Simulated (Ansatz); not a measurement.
Ideal-gas functions of CH$_{6}$BN (`CBN`) at 600 K and 1 bar, from an Ansatz frequency run at PBE0-D4/def2-TZVP.

Molar mass 42.88 g/mol, point group Cs (symmetry number 1), electronic degeneracy 1, moments of inertia 11.626, 60.541, 69.102 u Å². Harmonic wavenumbers (cm⁻¹, unscaled): 142, 357, 526, 589, 786, 834, 842, 972, 1048, 1162, 1313, 1395, 1453, 1474, 1642, 2577, 3032, 3097, 3111, 3611, 3711.

Use S(trans) = R[1.5 ln M + 2.5 ln T − 1.1517]; rotational temperatures θ = 24.2544 K / I; S(rot) = R[ln(√π/σ · √(T³/θAθBθC)) + 1.5]; for each mode x = 1.438777 ν̃/T, S = R[x/(eˣ − 1) − ln(1 − e⁻ˣ)] and H = RT x/(eˣ − 1); 1 cm⁻¹ = 0.0119627 kJ/mol; R = 8.31446 J/(mol·K).

Task: By hand: the entropy, in J/(mol·K).

Result: Translation 170.3. Rotation: θ = 2.0862, 0.4006, 0.351 K, giving 102.1. Vibration, mode by mode: 17.31, 9.86, 6.91, 6.10, 4.18, 3.81, 3.75, 2.94, 2.54, 2.05, 1.54, 1.31, 1.18, 1.13, 0.81, 0.12, 0.05, 0.04, 0.04, 0.01, 0.01, in all 65.7. Electronic 0.0. Sum 338.1 J/(mol·K).

Task: By hand: H − E and G − E in kJ/mol, counted from the electronic energy.

Result: Zero-point energy ½ × 33674 × 0.0119627 = 201.4; thermal vibration 23.1; translation, rotation and pV give 4 RT = 20.0. H − E = 244.5 kJ/mol, and G − E = 244.5 − 600 × 338.1/1000 = 41.6 kJ/mol.

Vibration gives 19 % of the entropy, 17.3 J/(mol·K) of it from the mode under 150 cm⁻¹: soft modes count most, and the harmonic formula is weakest for them. The sum counts one conformer and one mirror image; others add a mixing term.
